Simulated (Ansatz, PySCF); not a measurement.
Species: dichloromethane, CH2Cl2, net charge 0, singlet state. 
Structure (B3LYP-D3(BJ)/def2-TZVP (Ansatz, an electronic-structure program) minimum search):
SMILES: ClCCl
```xyz
5

C      0.0039     0.0052     0.7673
Cl    -0.0175     1.4825    -0.2263
Cl     0.0153    -1.4855    -0.2061
H     -0.8904    -0.0005     1.3784
H      0.9045     0.0193     1.3690
```
Charge 0, spin multiplicity 1.

Wanted: atomisation energy (electronic, to ground-state atoms), in kcal/mol. Cores are frozen in the correlated levels unless marked. Open shells are spin-unrestricted. Spin-orbit coupling is left out. Non-relativistic. The coupled-cluster limit lacks core correlation, which all-electron functionals hold. CBS marks a two-point X^-3 extrapolation of the correlation energy; Hartree-Fock from the larger set. The bracket is a focal-point correction in the basis named.

```tsv
level	program	atomisation energy (kcal/mol)	minus last row
PBE/def2-TZVPD	Ansatz	380.6	9.2
revPBE-D4/def2-TZVPD	Ansatz + dftd4	372.7	1.3
revPBE/def2-TZVPD	Ansatz	365.7	-5.7
r2SCAN/def2-TZVPD	Ansatz	372.3	0.9
B97M-V/def2-TZVPD	Ansatz	372.4	1.0
PW6B95-D4/def2-TZVPD	PySCF + dftd4	372.7	1.3
CAM-B3LYP-D3(BJ)/def2-TZVPD	Ansatz + dftd3	367.5	-3.9
CAM-B3LYP/def2-TZVPD	Ansatz	365.7	-5.7
CCSD(T)/aug-cc-pV(D+d)Z	Ansatz	344.3	-27.1
RI-MP2/CBS(aug-cc-pV(T+d)Z,aug-cc-pV(Q+d)Z)+[CCSD(T)-MP2]/aug-cc-pV(T+d)Z	Ansatz	371.4	0.0
```
